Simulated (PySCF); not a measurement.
Breaking a bond: LiH, singlet. Each curve is given relative to its own lowest point near equilibrium.

```
R / Å     A     B     C     D
-----  ----  ----  ----  ----
1.26   15.3  13.3  12.9  12.9
1.36    7.3   6.0   5.6   5.6
1.45    3.1   2.2   2.0   2.0
1.51    1.4   0.8   0.7   0.7
1.57    0.4   0.1   0.1   0.1
1.60    0.1   0.0   0.0   0.0
1.66    0.0   0.1   0.3   0.3
1.68    0.1   0.3   0.4   0.4
1.74    0.5   1.0   1.2   1.2
1.88    2.5   3.9   4.3   4.3
1.99    4.9   7.1   7.5   7.5
2.14    8.7  12.0  12.5  12.5
2.40   15.9  25.6  22.0  22.0
2.62   21.9  34.2  30.0  30.0
2.88   28.0  39.8  38.7  39.0
3.19   33.8  43.3  45.7  48.8
3.49   37.6  44.9  50.1  57.2
3.88   40.5  46.0  53.6  66.6
4.33   42.1  46.5  55.8  75.4
4.80   42.7  46.7  56.8  82.8
5.60   43.0  46.8  57.3  91.8
6.41   43.1  46.8  57.5  97.7
```

Energies in kcal/mol.

Match the curves with the methods CASSCF(2,2)/cc-pVDZ in PySCF 2.14.0; restricted CAM-B3LYP/cc-pVDZ run with PySCF; unrestricted CAM-B3LYP/cc-pVDZ run with PySCF; MP2 on UHF/cc-pVDZ (PySCF).

A is CASSCF(2,2); B is UMP2; C is UKS-CAM-B3LYP; D is RKS-CAM-B3LYP.

The unrestricted determinant behind UKS-CAM-B3LYP is spin-contaminated at 2.88 to 6.41 Å (<S²> up to 1.0, against 0.00 for a pure singlet). The unrestricted determinant behind UMP2 is spin-contaminated at 2.40 to 6.41 Å (<S²> up to 1.0, against 0.00 for a pure singlet). At the longest distance RKS-CAM-B3LYP leaves fractional charges on the fragments, a sign of delocalisation error or of the restricted form. The restricted form behind RKS-CAM-B3LYP keeps the bonding electrons paired and can't separate into open-shell fragments.
